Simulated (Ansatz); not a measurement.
# CH3BN+ (SMILES BN=[CH+]): functionals against CCSD(T) at one geometry

Aim: energy, forces and dipole at a structure displaced at random from a GFN2-xTB minimum, from CCSD(T) and from density functionals.

Computed with Ansatz 0.2.0, Gaussian basis. Level: single points in def2-TZVPP.

Cores are frozen in the correlated methods.

## 1. The starting structure

SMILES `BN=[CH+]`, 6 atoms, charge 1, spin multiplicity 1.

Atoms are counted from 1 here; the program's logs count them from 0.

Bond lengths: B1–N2 1.384 Å, B1–H4 1.357 Å, B1–H5 1.097 Å, N2–C3 1.098 Å, C3–H6 1.215 Å. Angles: N2–B1–H4 116.7°, N2–B1–H5 113.2°, H4–B1–H5 128.2°, B1–N2–C3 170.0°, N2–C3–H6 175.7°.

Coordinates:

| atom | x (Å) | y (Å) | z (Å) |
| --- | --- | --- | --- |
| B1 | -0.61210 | 0.73180 | -0.40320 |
| N2 | 0.25000 | -0.12050 | 0.26390 |
| C3 | 0.78970 | -0.92120 | 0.78580 |
| H4 | -1.30080 | 0.20680 | -1.44830 |
| H5 | -0.44440 | 1.78960 | -0.16400 |
| H6 | 1.33370 | -1.86700 | 1.32140 |

## 2. CCSD(T)/def2-TZVPP

Contents of run/in.yaml:

```yaml
crystal:
  periodic: [false, false, false]
  atoms:
    - {symbol: B, position_ang: [-0.612100, 0.731800, -0.403200]}
    - {symbol: N, position_ang: [0.250000, -0.120500, 0.263900]}
    - {symbol: C, position_ang: [0.789700, -0.921200, 0.785800]}
    - {symbol: H, position_ang: [-1.300800, 0.206800, -1.448300]}
    - {symbol: H, position_ang: [-0.444400, 1.789600, -0.164000]}
    - {symbol: H, position_ang: [1.333700, -1.867000, 1.321400]}
basis:
  gaussian: {orbitals: def2-TZVPP}
total_charge: 1
correlation: {method: ccsd_t}
output: {forces: true}
```

No record of the launch command was kept for these runs.

## 3. PBE0-D4/def2-TZVPP

Changes to run/in.yaml since step 2:

```diff
@@ -12,3 +12,3 @@
 total_charge: 1
-correlation: {method: ccsd_t}
-output: {forces: true}
+hamiltonian: {xc: pbe0, dispersion: d4}
+output: {forces: true, orbitals: {seedname: orbitals}}
```

## 4. wB97M-V/def2-TZVPP

Changes to run/in.yaml since step 3:

```diff
@@ -12,3 +12,3 @@
 total_charge: 1
-hamiltonian: {xc: pbe0, dispersion: d4}
-output: {forces: true, orbitals: {seedname: orbitals}}
+hamiltonian: {xc: {name: wB97M-V}}
+output: {forces: true}
```

## 5. r2SCAN-D4/def2-TZVPP

Changes to run/in.yaml since step 4:

```diff
@@ -12,3 +12,3 @@
 total_charge: 1
-hamiltonian: {xc: {name: wB97M-V}}
+hamiltonian: {xc: r2scan, dispersion: d4}
 output: {forces: true}
```

## 6. PBE-D4/def2-TZVPP

Changes to run/in.yaml since step 5:

```diff
@@ -12,3 +12,3 @@
 total_charge: 1
-hamiltonian: {xc: r2scan, dispersion: d4}
+hamiltonian: {xc: pbe, dispersion: d4}
 output: {forces: true}
```

## 7. B97M-V/def2-TZVPP

Changes to run/in.yaml since step 6:

```diff
@@ -12,3 +12,3 @@
 total_charge: 1
-hamiltonian: {xc: pbe, dispersion: d4}
+hamiltonian: {xc: {name: B97M-V}}
 output: {forces: true}
```

## 8. CAM-B3LYP-D4/def2-TZVPP

Changes to run/in.yaml since step 7:

```diff
@@ -12,3 +12,3 @@
 total_charge: 1
-hamiltonian: {xc: {name: B97M-V}}
+hamiltonian: {xc: {name: CAM-B3LYP}, dispersion: d4}
 output: {forces: true}
```

(Steps that only read results are left out.)

Before running it: what results should come out? Wanted: energy less free atoms, CCSD(T)/def2-TZVPP; RMS force component; RMS force error; HOMO and LUMO, PBE0-D4; T1 diagnostic.

As calculated:

| quantity | value |
| --- | --- |
| energy less free atoms, CCSD(T)/def2-TZVPP | -14.255 eV |
| RMS force component | 2.959 to 3.453 eV/Å over the methods |
| RMS force error | PBE0-D4 0.357, wB97M-V 0.391, r2SCAN-D4 0.297, PBE-D4 0.434, B97M-V 0.357, CAM-B3LYP-D4 0.527 eV/Å |
| HOMO and LUMO, PBE0-D4 | -15.53 and -9.22 eV |
| T1 diagnostic | 0.013 |

In words: Against CCSD(T) the functionals' energies less atoms differ by -1.517 to -0.783 eV, PBE-D4 by -1.517 eV. CCSD(T) in triple zeta still lacks some correlation energy of the bonds, so part of these gaps is its own basis error and they don't rank the functionals. The forces of r2SCAN-D4 come nearest to CCSD(T), those of CAM-B3LYP-D4 are farthest. Frozen-core CCSD(T) forces in triple zeta carry basis errors of their own, and this is one geometry, so small gaps rank nothing.
